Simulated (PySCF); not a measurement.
## How the method moves the HOMO and LUMO of `[AlH3-][CH2]Cl`

Compound: CH5AlCl (charge -1).
Atom-mapped SMILES: `[AlH3-:1][CH2:2][Cl:3]` (hydrogens: H4, H5, H6 on Al1; H7, H8 on C2)

Structure used (PBE0-D3(BJ)/def2-SVP), in Å, numbered top down from 1:
```xyz
8
CH5AlCl angstrom
Al    -1.0282    0.0393   -0.0767
C      1.0023   -0.1574    0.0125
Cl     1.8626    1.2597    0.7857
H     -1.6441    0.1617    1.4387
H     -1.4128    1.3462   -0.9906
H     -1.5538   -1.3487   -0.8029
H      1.4598   -0.2545   -0.9867
H      1.3238   -1.0367    0.5956
```

Basis pcSseg-2 throughout (PySCF), one geometry. Geometry: PBE0-D3(BJ)/def2-SVP; no solvent, vibrations or thermal averaging.

How do the orbital energies and the gap change with the method?

```tsv
method	kind	HOMO (eV)	LUMO (eV)	gap (eV)	SCF cycles
BLYP	GGA	-1.18	3.59	4.77	13
OPBE	GGA	-1.24	3.67	4.91	14
PBE	GGA	-1.29	3.51	4.80	14
B97-D	GGA	-1.30	3.61	4.92	14
KT3	GGA	-1.36	3.46	4.82	14
KT2	GGA	-1.37	3.46	4.83	14
LDA	LDA	-1.40	3.34	4.74	13
BP86	GGA	-1.41	3.51	4.91	14
B97-2	global hybrid	-2.30	4.30	6.60	12
B3LYP	global hybrid	-2.34	4.03	6.38	12
PBE0	global hybrid	-2.54	4.28	6.82	12
mPW1PW91	global hybrid	-2.57	4.29	6.86	12
BHandHLYP	global hybrid	-3.73	4.86	8.59	11
CAM-B3LYP	range-separated hybrid	-3.92	5.01	8.93	12
wB97X-D	range-separated hybrid	-4.44	5.85	10.28	13
LC-wPBE	range-separated hybrid	-5.27	6.06	11.33	13
HF	Hartree–Fock	-5.61	6.38	11.99	10
```

The HOMO spans 4.43 eV, from BLYP down to HF, and the gap runs from 4.74 eV (LDA) to 11.99 eV (HF). Over the methods BLYP (0 %), OPBE (0 %), PBE (0 %), B97-D (0 %), KT3 (0 %), KT2 (0 %), LDA (0 %), BP86 (0 %), B97-2 (21 %), B3LYP (20 %), PBE0 (25 %), mPW1PW91 (25 %), BHandHLYP (50 %), HF (100 %), a straight line through the gap against the share of exact exchange rises by 0.73 eV for each 10 % (correlation coefficient 0.999).
